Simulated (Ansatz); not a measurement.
## C3H6S (thietane): entropy by statistical mechanics

A singlet with charge 0, relaxed at PBE/def2-SVP (Ansatz 0.2.0):

```xyz
10

C    -0.5544    0.4037   -0.2530
C    -0.2743   -1.1132   -0.3092
S     0.9731   -0.9760    1.0617
C     0.7321    0.7828    0.5113
H    -0.6954    0.9034   -1.2346
H    -1.4488    0.6096    0.3682
H     0.2064   -1.4436   -1.2538
H    -1.1250   -1.7865   -0.0843
H     0.6238    1.5084    1.3416
H     1.5624    1.1114   -0.1480
```

Harmonic wavenumbers in cm⁻¹: 140, 516, 668, 687, 798, 822, 922, 952, 978, 993, 1141, 1151, 1201, 1202, 1262, 1401, 1405, 1432, 2985, 2988, 2991, 3043, 3058, 3064.

Masses in u: C 12.011, S 32.06, H 1.008. Take T = 298.15 K, p = 1 bar, R = 8.3145 J/(mol K), kT/hc = 207.22 cm⁻¹, rigid rotor and harmonic oscillator.

Work out S° at 298 K.


1. Translation (Sackur–Tetrode): S = R[3/2 ln M + 5/2 ln T − 1.1517] with M = 74.141 gives 162.6 J/(mol K).
2. Rotation: principal moments 50.499, 77.305, 115.976 u Å² give A, B, C = 0.3338, 0.2181, 0.1454 cm⁻¹; the symmetry number is σ = 1; q = (√π/σ)√((kT/hc)³/ABC) = 51389; S = R(ln q + 3/2) = 102.7.
3. Vibration: with u = ν̃/207.22, each mode gives R[u/(eᵘ − 1) − ln(1 − e⁻ᵘ)]; the sum is 21.8, most from 140 cm⁻¹ (11.7), 516 cm⁻¹ (2.6), 668 cm⁻¹ (1.4).
4. Spin: R ln 1 = 0.0.
5. Sum: 162.6 + 102.7 + 21.8 + 0.0 = 287.1 J/(mol K).

The tabulated value is 285.0 J/(mol K) (CRC Handbook of Chemistry and Physics): the model is off by +2.1. Where a soft mode is a torsion, a harmonic oscillator describes it poorly.
